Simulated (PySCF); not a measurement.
**Magnesium: a sound run and one with changed settings**

Sound run: Mg [Ne] 3s2, Mg+ [Ne] 3s1. Calculation: PySCF 2.14, in def2-SVP; no relativity, point nucleus. In the sound run the correlated levels freeze [Ne]. The sound run starts from symmetry-adapted Hartree-Fock orbitals and uses a fine grid where one is needed.

Changed run: the spin-free X2C one-electron Hamiltonian (Gaussian nucleus). This setting is unsound on purpose.

| species | method | sound run (hartree) | changed run (hartree) | converged |
| --- | --- | --- | --- | --- |
| Mg | UHF | -199.53481 | -199.81571 | yes |
| Mg | r2SCAN | -199.96225 | -200.24300 | yes |
| Mg | M06-2X | -199.98660 | -200.26742 | yes |
| Mg | MP2 | -199.55492 | -199.83582 | yes |
| Mg | CCSD(T) | -199.56676 | -199.84765 | yes |
| Mg+ | UHF | -199.29272 | -199.57319 | yes |
| Mg+ | r2SCAN | -199.69113 | -199.97141 | yes |
| Mg+ | M06-2X | -199.70013 | -199.98043 | yes |

Ionisation energy of Mg:

```
 method  sound run (eV)  changed run (eV)
    UHF           6.588             6.599
 r2SCAN           7.378             7.390
 M06-2X           7.795             7.809
    MP2           7.135             7.147
SCS-MP2           7.244             7.256
   CCSD           7.457             7.468
CCSD(T)           7.457             7.468
  CCSDT           7.457             7.468
    FCI           7.457             7.468
```

Most of the change in total energy is the relativistic energy itself. On top of that the contraction fixes the core shape for the Hamiltonian it was made with, so the changed run is not a good calculation with the other Hamiltonian either.

For comparison, NIST gives 7.646 eV between the lowest levels.
